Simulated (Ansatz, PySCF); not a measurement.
Species: C2H5S, charge 0, doublet. C2H5S (SMILES CC[S], doublet).
B3LYP-D3(BJ)/def2-TZVP minimum from Ansatz (a quantum-chemistry and plane-wave program):
```xyz
8

C      1.5240     0.6464    -0.0053
C      0.0064     0.7586     0.0050
S     -0.8874    -0.8074     0.0002
H     -0.3508     1.3108     0.8809
H     -0.3618     1.3224    -0.8587
H      1.9817     1.6392    -0.0016
H      1.8790     0.1022     0.8702
H      1.8678     0.1140    -0.8925
```
Charge 0, spin multiplicity 2.

Atomisation energy term by term, kcal/mol (programs: Ansatz). Radicals and triplets start from unrestricted determinants; spin-orbit coupling is neglected. Correlated methods leave the cores frozen. Rows without X2C or -DK are non-relativistic. CBS(X,Y): correlation extrapolated as X^-3, Hartree-Fock from the larger set. A bracket is a step between two methods taken in the basis named. '+ core + X2C': CCSD(T) terms for core correlation (cc-pwCVTZ, 1s frozen past Ne) and scalar relativity (cc-pVTZ-DK). For partners of very few electrons the exact lower level stands in for a higher one.

```csv
term,basis,kcal/mol
Hartree-Fock,cc-pV(Q+d)Z,509.55
CCSD correlation,"CBS(cc-pV(T+d)Z,cc-pV(Q+d)Z)",158.05
(T),"CBS(cc-pV(T+d)Z,cc-pV(Q+d)Z)",9.18
CCSDT(Q) - CCSD(T),cc-pV(D+d)Z,0.39
core correlation,cc-pwCVTZ,2.50
scalar relativity,"X2C, cc-pVTZ-DK",-0.56
minus zero-point energy,Hessian by PySCF at B3LYP-D3(BJ)/def2-TZVP,-40.43
sum: D0,,638.7
```
